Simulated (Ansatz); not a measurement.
Born–Oppenheimer molecular dynamics of BFH$_{5}$P (8 atoms, charge 0, multiplicity 1). It starts at the highest image of a converged band, a first-order saddle point between two minima.

Computed with RKS PBE-D4/def2-SVP in Ansatz 0.2.0.

```yaml
ensemble: NVE (velocity Verlet)
time_step: 0.5 fs
steps_asked: 200
starting_velocities_drawn_for: 300 K
seed: 3410
```

First frame:

```xyz
8
Properties=species:S:1:pos:R:3
B 0.173 -0.287 0.217
H -0.388 0.361 1.210
H 1.320 0.110 0.299
F -0.558 -0.207 -0.933
P 0.569 -2.301 0.881
H -0.760 -2.854 0.748
H 0.825 -2.477 -0.523
H -0.398 -0.766 1.278
```

(1) How far do the bonds stretch over the last three quarters of this one trajectory? (Pairs bonded in most of those frames.)

## Answers

(1) 
```tsv
bond	mean (Å)	spread (Å)	shortest	longest
B1–H2	1.219	0.015	1.20	1.25
B1–H3	1.220	0.007	1.20	1.24
B1–F4	1.338	0.026	1.29	1.37
P5–H6	1.443	0.006	1.43	1.45
P5–H7	1.437	0.025	1.39	1.48
P5–H8	1.452	0.044	1.38	1.53
```

Mean temperature of the second half: 994 K. The conserved energy stayed within 0.058 meV per atom of its start (net change -0.013 meV per atom), so the integration is sound. The kinetic energy rose, since the run started high on the potential surface and went downhill. It ends in pieces (BFH2 + H3P), so much of that is their flight and rotation, not heat. A run of 0.1 ps of so small a system gives no equilibrium averages. The orbitals stay closed-shell, which can raise the energy where a bond breaks towards radicals; this wasn't checked here.

Time of the run: 2.5 min on 1 thread of Intel(R) Xeon(R) 6975P-C (Granite Rapids) (shared host), peak memory 0.14 GiB.
